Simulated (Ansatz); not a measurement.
# Si₂ (triplet): from Hartree-Fock to the top rungs, aug-cc-pVDZ

How much of the correlation energy of Si₂ (triplet) does each wave-function method recover here?

Method: aug-cc-pVDZ, core rule «outside noble gas», up to 10 orbitals frozen; program: Ansatz 0.2.0, Gaussian basis.

To be run: UHF; CCSD(T) on ROHF; CCSD(T) on UHF; BCCD(T) on ROHF; CISD as a restricted active space (open shells left free, so some higher excitations enter); CCSDT(Q) on ROHF; CCSDT(Q) on UHF; CISDTQ; CCSDTQ on ROHF; CASSCF and MRCISD+Q, 8 electrons in 8 orbitals; CASSCF and NEVPT2, 8 electrons in 8 orbitals.

9 further runs of the same task are left out: 4 that didn't finish, 5 set aside as unsound or not needed. Runs told in other sessions of the task aren't counted.

## Step 1: The geometry

The geometry is a PBE0/def2-TZVP stationary point (not a proven minimum) of the parent state, kept for this charge and spin.

2 atoms, charge 0, spin multiplicity 3.

Atoms are counted from 1 here; the program's logs count them from 0.

Bond lengths: Si1–Si2 2.273 Å.

## Step 2: UHF

Input file in.yaml:

```yaml
crystal:
  periodic: [false, false, false]
  atoms:
    - {symbol: Si, position_ang: [0.000000, 0.000000, 0.000000]}
    - {symbol: Si, position_ang: [0.000000, 0.000000, 2.272600]}
basis:
  gaussian: {orbitals: aug-cc-pVDZ}
magnetization: {spin_polarized: true, initial_magnetization: 2}
hamiltonian: {xc: hf}
output: {orbitals: {seedname: orbitals}}
```

On the command line:

```
ansatz run in.yaml --threads 1 --pin off --events-out ev --progress --plain --max-ram 4160MiB --backend cpu
```

The runs that follow: CCSD(T) on ROHF; CCSD(T) on UHF; BCCD(T) on ROHF; CISD as a restricted active space (open shells left free, so some higher excitations enter); CCSDT(Q) on ROHF; CCSDT(Q) on UHF; CISDTQ; CCSDTQ on ROHF; CASSCF and MRCISD+Q, 8 electrons in 8 orbitals; CASSCF and NEVPT2, 8 electrons in 8 orbitals.

**Question.** What will the summary of the whole plan be? Wanted: RCCSDTQ from the RHF energy; RMP2 from RCCSDTQ; UMP2 from RCCSDTQ; RCCSD from RCCSDTQ; RCCSD(T) from RCCSDTQ; UCCSD(T) from RCCSDTQ; RCCSDT(Q) from RCCSDTQ; UCCSDT(Q) from RCCSDTQ; NEVPT2 valence from RCCSDTQ.

The runs gave:

```
                         quantity                                                           value
      RCCSDTQ from the ROHF energy                                                      -4.8592 eV
                RMP2 from RCCSDTQ                                                     +1157.2 meV
                UMP2 from RCCSDTQ                                                     +1177.8 meV
               RCCSD from RCCSDTQ                                                      +291.1 meV
            RCCSD(T) from RCCSDTQ                                                       +66.5 meV
            UCCSD(T) from RCCSDTQ                                                       +67.0 meV
           RCCSDT(Q) from RCCSDTQ                                                        +2.3 meV
           UCCSDT(Q) from RCCSDTQ                                                        +1.9 meV
      NEVPT2 valence from RCCSDTQ                                                      +825.4 meV
    MRCISD+Q valence from RCCSDTQ                                                       -16.8 meV
levels within 1 kcal/mol (43 meV)  RCCSDT, UCCSDT, CISDTQ, RCCSDT(Q), UCCSDT(Q), MRCISD+Q valence
                    T1 diagnostic                                                           0.021
   effectively unpaired electrons                                                            2.04
```

In words: RCCSD(T) misses by +66.5 meV, 1.4 % of the correlation energy. One determinant dominates. Of the multireference levels listed MRCISD+Q valence comes nearest in total energy (-16.8 meV), which doesn't show that its space is the better one. These misses are within one basis, not against nature; the frozen cores of restricted and unrestricted runs differ, which can shift their rows.

With open shells the CI space here admits some higher excitations, so it is larger than plain CISD.
